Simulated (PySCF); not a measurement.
SiF₄, SMILES F[Si](F)(F)F.

Geometry optimised at ωB97X-D3(BJ)/def2-SVP. The isomer is the one that the SMILES or the coordinates give; other isomers of the formula were not compared.

The numbers are results of TDA-PBE/def2-SVPD in PySCF, not measurements.

Vertical excitations; the highest root listed may be one member of a degenerate set. The molecule is in vacuum. State labels are in the subgroup D2.

Estimate the UV-visible absorptions. (An estimate is asked for; the answer gives what the named calculation found.)


```json
[
 {"state": "S1", "symmetry": "B3", "energy (eV)": "9.41", "λ (nm)": "132", "f": "0.000", "main pairs": "HOMO→LUMO (degenerate set)"},
 {"state": "S2", "symmetry": "B1", "energy (eV)": "9.41", "λ (nm)": "132", "f": "0.000", "main pairs": "HOMO−2→LUMO (degenerate set)"},
 {"state": "S3", "symmetry": "B2", "energy (eV)": "9.41", "λ (nm)": "132", "f": "0.000", "main pairs": "HOMO−1→LUMO (degenerate set)"},
 {"state": "S4", "symmetry": "B3", "energy (eV)": "10.47", "λ (nm)": "118", "f": "0.124", "main pairs": "HOMO−3→LUMO (degenerate set)"},
 {"state": "S5", "symmetry": "B1", "energy (eV)": "10.47", "λ (nm)": "118", "f": "0.124", "main pairs": "HOMO−5→LUMO (degenerate set)"},
 {"state": "S6", "symmetry": "B2", "energy (eV)": "10.47", "λ (nm)": "118", "f": "0.124", "main pairs": "HOMO−4→LUMO (degenerate set)"},
 {"state": "S7", "symmetry": "A", "energy (eV)": "10.50", "λ (nm)": "118", "f": "0.000", "main pairs": "HOMO−6→LUMO (degenerate set)"},
 {"state": "S8", "symmetry": "A", "energy (eV)": "10.50", "λ (nm)": "118", "f": "0.000", "main pairs": "HOMO−7→LUMO (degenerate set)"},
 {"state": "S9", "symmetry": "A", "energy (eV)": "11.78", "λ (nm)": "105", "f": "0.000", "main pairs": "HOMO→LUMO+1 33 %, HOMO−2→LUMO+2 33 %, HOMO−1→LUMO+3 33 %"},
 {"state": "S10", "symmetry": "B2", "energy (eV)": "11.85", "λ (nm)": "105", "f": "0.000", "main pairs": "HOMO−2→LUMO+1 50 %, HOMO→LUMO+2 50 %"},
 {"state": "T1", "symmetry": "B3", "energy (eV)": "9.17", "λ (nm)": "135", "f": "0", "main pairs": "HOMO→LUMO (degenerate set)"},
 {"state": "T2", "symmetry": "B1", "energy (eV)": "9.17", "λ (nm)": "135", "f": "0", "main pairs": "HOMO−2→LUMO (degenerate set)"},
 {"state": "T3", "symmetry": "B2", "energy (eV)": "9.17", "λ (nm)": "135", "f": "0", "main pairs": "HOMO−1→LUMO (degenerate set)"},
 {"state": "T4", "symmetry": "B3", "energy (eV)": "10.03", "λ (nm)": "124", "f": "0", "main pairs": "HOMO−3→LUMO 99 %"}
]
```
Triplets are in the Tamm–Dancoff approximation.
